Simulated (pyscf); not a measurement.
H₂N–Ga(Cl)–Cl (SMILES [NH2][Ga]([Cl])[Cl]) + H₂ (SMILES [H][H]) → H₂N–GaH–Cl (SMILES [NH2][GaH][Cl]) + HCl (SMILES Cl) (four-centre exchange; singlet surface; Cl–Ga, H–H broken, Ga–H, Cl–H formed). Structures and frequencies: ωB97X-D3(BJ)/def2-SVP in PySCF. Energies in kJ/mol from the separated reactants.

```json
[
 {"level": "ωB97X-D3(BJ)/def2-TZVP", "barrier": "?", "reaction energy": "?"},
 {"level": "PBE/def2-TZVP", "barrier": "123.9", "reaction energy": "+85.1"},
 {"level": "r²SCAN/def2-TZVP", "barrier": "?", "reaction energy": "+94.6"},
 {"level": "B3LYP-D3(BJ)/def2-TZVP", "barrier": "144.4", "reaction energy": "+90.8"},
 {"level": "PBE0-D3(BJ)/def2-TZVP", "barrier": "131.6", "reaction energy": "+90.0"},
 {"level": "ωB97M-D3(BJ)/def2-TZVP", "barrier": "148.9", "reaction energy": "+86.5"}
]
```

Q: What belongs in the gaps?

A: 
- ωB97X-D3(BJ)/def2-TZVP, barrier: 150.7
- ωB97X-D3(BJ)/def2-TZVP, reaction energy: +100.4
- r²SCAN/def2-TZVP, barrier: 131.4

The functionals in the table span 26.8 kJ/mol in this barrier, from PBE to ωB97X-D3(BJ)/def2-TZVP. On the product side the descent ends in a complex, 26.0 kJ/mol under the separated species and 76.2 kJ/mol under the saddle at ωB97X-D3(BJ)/def2-TZVP. The same reactants have a lower exit, to NH₃ + Cl–GaH–Cl (barrier +94.8 kJ/mol at ωB97M-D3(BJ)/def2-TZVP, against +148.9 kJ/mol here). One saddle was located; it need not be the lowest between these sides. Elements up to Kr have no core potential and no relativistic terms here.
